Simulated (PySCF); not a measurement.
**SH and its ions**

LC-ωPBE; basis H def2-TZVPPD, S def2-TZVPPD; no relativity; PySCF 2.14. Neutral (UKS): doublet (π ↑), Re = 1.339 Å, ωe = 2782 cm⁻¹, De = 3.72 eV, HOMO -10.34 eV, LUMO -1.86 eV.

SH⁺ (UKS): triplet (π ↑↑), Re = 1.362 Å, ωe = 2631 cm⁻¹, De = 3.79 eV to H + S⁺. The energies at the minima are -398.64203 hartree for SH and -398.25824 for SH⁺.

Problem. Work out the adiabatic ionisation energy, without and with harmonic zero-point energies (1 hartree = 27.2114 eV, 1 eV = 8065.5 cm⁻¹), and the change of the bond length.

Solution. At LC-ωPBE: 0.38379 hartree = 10.443 eV between the minima; the zero-point term (2631.0 − 2782.0)/2 cm⁻¹ = -0.009 eV makes it 10.434 eV. Re changes by +2.3 pm against the neutral. The electron leaves a π orbital, which is non-bonding in a hydride.

SH⁻ (UKS): singlet (closed shell), Re = 1.339 Å, ωe = 2747 cm⁻¹, De = 3.87 eV to H + S⁻. The energies at the minima are -398.64203 hartree for SH and -398.72299 for SH⁻.

Problem. Work out the adiabatic electron affinity, without and with harmonic zero-point energies (1 hartree = 27.2114 eV, 1 eV = 8065.5 cm⁻¹), and the change of the bond length.

Solution. At LC-ωPBE: 0.08096 hartree = 2.203 eV between the minima; the zero-point term (2782.0 − 2747.0)/2 cm⁻¹ = +0.002 eV makes it 2.205 eV. Re changes by +0.0 pm against the neutral. The electron enters a π orbital, which is non-bonding in a hydride.

For an ion De counts to the pair picked by the measured ionisation energies or electron affinities, which need not be the lowest pair at this level. States were picked by a PBE0 search and need not be the measured ground states.
